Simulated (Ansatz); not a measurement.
## Ansatz (development build ahead of 0.2.0) run

```yaml
crystal:
  periodic: [false, false, false]
  atoms:
    - { symbol: B, position_ang: [-0.78795, 0.29984, -0.00442] }
    - { symbol: "N", position_ang: [0.65797, -0.23538, 0.15755] }
    - { symbol: H, position_ang: [-0.99679, 0.11672, -1.48568] }
    - { symbol: H, position_ang: [-1.62064, -0.43052, 0.41049] }
    - { symbol: H, position_ang: [-0.87372, 1.47794, 0.07269] }
    - { symbol: H, position_ang: [0.86409, -0.12399, 1.14035] }
    - { symbol: H, position_ang: [0.78921, -1.22373, -0.05129] }
    - { symbol: H, position_ang: [1.37913, 0.27863, -0.34472] }
basis:
  gaussian: { orbitals: def2-SVP }
total_charge: 1
magnetization:
  spin_polarized: true
  initial_magnetization: 1
hamiltonian:
  xc: hf
output:
  forces: true
```

The input is written out in the form of the current development build from the run's settings.

The run gave:

* Converged: yes
* Total energy: -82.23894 hartree
* Spin squared of the determinant: 0.757
* Stability test: minimum

Forces (eV/Å):
| atom | Fx | Fy | Fz |
| --- | --- | --- | --- |
| B1 | 0.141 | 0.171 | 1.092 |
| N2 | 0.554 | -0.333 | -0.399 |
| H3 | -0.389 | 0.080 | -0.397 |
| H4 | -0.220 | -0.347 | -0.389 |
| H5 | 0.018 | 0.242 | -0.504 |
| H6 | 0.228 | -0.010 | 0.401 |
| H7 | -0.145 | 0.165 | 0.087 |
| H8 | -0.186 | 0.032 | 0.109 |
